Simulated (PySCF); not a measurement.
# C4H4F2: the cost of one run

Computed with PySCF 2.14.0, with density-fitted response routines of our own, on a single molecule in the gas phase. Atoms are numbered from 0 throughout.

## Step 1: The molecule as given

10 atoms, charge 0, multiplicity 1; geometry from: GFN2-xTB. The atoms were then displaced at random by about 0.01 Å, so the start is not that level's minimum.

Bonds of the start (Å): C0–C1 1.49, C1–C2 1.33, C2–C3 1.47, C3–F4 1.37, C3–F5 1.37, C3–C1 1.44, C0–H6 1.07, C0–H7 1.12, C0–H8 1.10, C2–H9 1.04.

## Step 2: Relaxing the molecule at PBE0-D3(BJ)/def2-SVP

Job settings and geometry (Å):

```
{"job": {"xc": "PBE0", "basis": "def2-SVP", "d3": "d3bj", "grid": 1, "shake": 0.01, "kind": "geom"}, "charge": 0, "multiplicity": 1}
C      1.503060    -0.301980     0.005370
C      0.020190    -0.172190    -0.083690
C     -1.179140    -0.644990    -0.429040
C     -1.105110     0.676360     0.214270
F     -1.592070     0.871300     1.477320
F     -1.412750     1.826440    -0.468630
H      1.832200    -1.218400    -0.427370
H      1.957410     0.561310    -0.536980
H      1.793030    -0.210880     1.063100
H     -1.766400    -1.407880    -0.835410
```

The run is started by

```
> OMP_NUM_THREADS=1 python probes_run.py task.json out
```

One launch serves the whole session: the jobs run in the order shown.

Q: Estimate the wall time and peak memory of this first job on 1 thread of AMD EPYC 9R45, shared host.

About 24 s, with a peak of 0.42 GiB.
